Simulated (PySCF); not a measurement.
**Dipole moment and polarisability of 1-methoxypropane**

Species: 1-methoxypropane, C₄H₁₀O.
Structure used (GFN2-xTB), in Å, numbered top down from 1:
```xyz
15
C4H10O angstrom
C     -2.2706    0.0123    0.4112
C     -1.0750   -0.4824   -0.3917
C      0.2264    0.1285    0.1135
O      1.2957   -0.3587   -0.6653
C      2.5382    0.1527   -0.2665
H     -3.1886   -0.4346    0.0384
H     -2.3593    1.0941    0.3372
H     -2.1614   -0.2505    1.4613
H     -1.1940   -0.2225   -1.4444
H     -0.9974   -1.5685   -0.3246
H      0.3828   -0.1347    1.1728
H      0.1819    1.2283    0.0452
H      3.2844   -0.2853   -0.9259
H      2.7656   -0.1175    0.7732
H      2.5670    1.2468   -0.3564
```

Level: CAM-B3LYP/def2-SVPD (PySCF), static field, nuclei fixed, core orbitals frozen in the response. The polarisability tensor in these axes (au):

```
x   66.78  0.90 -1.85
y    0.90 51.21  1.13
z   -1.85  1.13 51.82
```

**Question.** Give the principal values, the mean and the anisotropy Δα = √{½[(α1 − α2)² + (α2 − α3)² + (α1 − α3)²]}.

**Answer.** Principal values 50.14, 52.63 and 67.04 au; mean 56.60 au = 8.39 Å³ = 9.33 × 10⁻⁴⁰ C²·m²/J; Δα = 15.80 au (28 % of the mean).

**Question.** What is the dipole moment, and where does it point?

**Answer.** (0.01, 0.76, 0.92) D, 1.19 D in size, pointing from the negative to the positive side. Measured along this direction, the outermost atoms are H9 and H10 at the negative end and H8 and H7 at the positive end.

**Question.** What molar refraction does this α imply?

**Answer.** Lorentz–Lorenz: R = (4π/3)N_A α = 2.5225 cm³/(mol·Å³) × 8.39 Å³ = 21.2 cm³/mol, in the limit of long wavelengths.

**Question.** Orientational against electronic polarisability at 500 K (dilute gas, rigid molecules)?

**Answer.** In Gaussian units μ²/3kT = 6.83 Å³ against 8.39 Å³, a ratio of 0.81; the Debye molar polarisation (4π/3)N_A(α + μ²/3kT) is 38.4 cm³/mol, leaving out the vibrational part.

**Question.** Find the Langevin capture rate constant for H3O+ (19.018 u) meeting this molecule (74.073 u), k = 2.342 × 10⁻⁹ cm³/s × √(α in Å³ / reduced mass in u).

**Answer.** The reduced mass is 15.13 u, so k = 1.74 × 10⁻⁹ cm³/s. The formula leaves out the permanent dipole, which adds to the capture rate.

Isolated species at its GFN2-xTB geometry (one conformer only).
